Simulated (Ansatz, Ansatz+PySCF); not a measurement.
```yaml
atoms:
  - { symbol: H, position_ang: [0.0000, 0.0000, -0.8282] }
  - { symbol: F, position_ang: [0.0000, 0.0000, 0.0920] }
```

RHF on singlet HF was run in several spherical basis sets with Ansatz (development build ahead of 0.2.0).

(1) Rank the basis sets by the total energy that they give, lowest first, with the distance from the lowest.
A. cc-pVDZ
B. def2-SVP
C. 6-31G

Results:

(1) A (0.00 eV), C (0.98 eV), B (2.37 eV).

Totals follow the description of the cores as much as that of the bonds, so this order isn't one of quality for chemistry.
